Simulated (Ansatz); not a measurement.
**Scan of [H···H···O], triplet**

Starting geometry:

```json
{"atom": "H", "x (Å)": "0.0000", "y (Å)": "0.0000", "z (Å)": "-0.9037"}
{"atom": "H", "x (Å)": "0.0000", "y (Å)": "0.0000", "z (Å)": "-0.1587"}
{"atom": "O", "x (Å)": "0.0000", "y (Å)": "0.0000", "z (Å)": "1.0623"}
```

From there H2 is moved from one fragment to the other while all else, the fragments' distance too, stays fixed; atoms are numbered as listed. Energies are in eV, counted from the starting geometry at the same level.

Basis cc-pVTZ; Ansatz 0.2.0. Only valence electrons are correlated (noble-gas cores frozen). R marks a restricted (for open shells ROHF) determinant, U an unrestricted one. Active spaces: valence = (8e, 6o) chosen from the atoms' valence shells.

Runs in a small pair space aren't shown, since their orbitals change along the scan.

Full CI isn't at hand for all of this; UCCSDT(Q) serves as the reference, and is uncertain by about the last step of the cluster series. The frozen core follows each run's orbitals, which can shift R against U totals by a few meV.

```json
{"distance H1-H2 (Å)": "0.693", "UCCSDT(Q)": "0.076", "error UHF": "-0.108", "error RMP2": "-0.009", "error UMP2": "-0.010", "error UCCSD(T)": "-0.001", "error BCCD(T)": "-0.001", "error NEVPT2 (valence space)": "0.023"}
{"distance H1-H2 (Å)": "0.745", "UCCSDT(Q)": "0.000", "error UHF": "0.000", "error RMP2": "0.000", "error UMP2": "0.000", "error UCCSD(T)": "0.000", "error BCCD(T)": "0.000", "error NEVPT2 (valence space)": "0.000"}
{"distance H1-H2 (Å)": "0.778", "UCCSDT(Q)": "-0.024", "error UHF": "0.066", "error RMP2": "-0.019", "error UMP2": "-0.003", "error UCCSD(T)": "0.001", "error BCCD(T)": "0.000", "error NEVPT2 (valence space)": "-0.016"}
{"distance H1-H2 (Å)": "0.811", "UCCSDT(Q)": "-0.041", "error UHF": "0.124", "error RMP2": "-0.079", "error UMP2": "-0.017", "error UCCSD(T)": "0.001", "error BCCD(T)": "0.001", "error NEVPT2 (valence space)": "-0.032"}
{"distance H1-H2 (Å)": "0.844", "UCCSDT(Q)": "-0.056", "error UHF": "0.166", "error RMP2": "-0.185", "error UMP2": "-0.043", "error UCCSD(T)": "0.001", "error BCCD(T)": "0.001", "error NEVPT2 (valence space)": "-0.049"}
{"distance H1-H2 (Å)": "0.877", "UCCSDT(Q)": "-0.071", "error UHF": "0.189", "error RMP2": "-0.236", "error UMP2": "-0.078", "error UCCSD(T)": "0.000", "error BCCD(T)": "0.000", "error NEVPT2 (valence space)": "-0.064"}
{"distance H1-H2 (Å)": "0.910", "UCCSDT(Q)": "-0.085", "error UHF": "0.189", "error RMP2": "-0.228", "error UMP2": "-0.117", "error UCCSD(T)": "0.000", "error BCCD(T)": "0.000", "error NEVPT2 (valence space)": "-0.077"}
{"distance H1-H2 (Å)": "0.943", "UCCSDT(Q)": "-0.091", "error UHF": "0.169", "error RMP2": "-0.224", "error UMP2": "-0.152", "error UCCSD(T)": "-0.001", "error BCCD(T)": "-0.001", "error NEVPT2 (valence space)": "-0.088"}
{"distance H1-H2 (Å)": "0.976", "UCCSDT(Q)": "-0.081", "error UHF": "0.135", "error RMP2": "-0.230", "error UMP2": "-0.182", "error UCCSD(T)": "-0.002", "error BCCD(T)": "-0.002", "error NEVPT2 (valence space)": "-0.096"}
```

Errors are those of relative energies. In total energy the starting point itself misses UCCSDT(Q) by: UHF 6.124, RMP2 0.825, UMP2 0.809, UCCSD(T) 0.018, BCCD(T) 0.019, NEVPT2 (valence space) 0.979 eV.

Spread of the error over the points with a reference, to 0.976 Å (largest less smallest): BCCD(T) 0.002, UCCSD(T) 0.003, NEVPT2 (valence space) 0.119, UMP2 0.182, RMP2 0.236, UHF 0.297 eV.
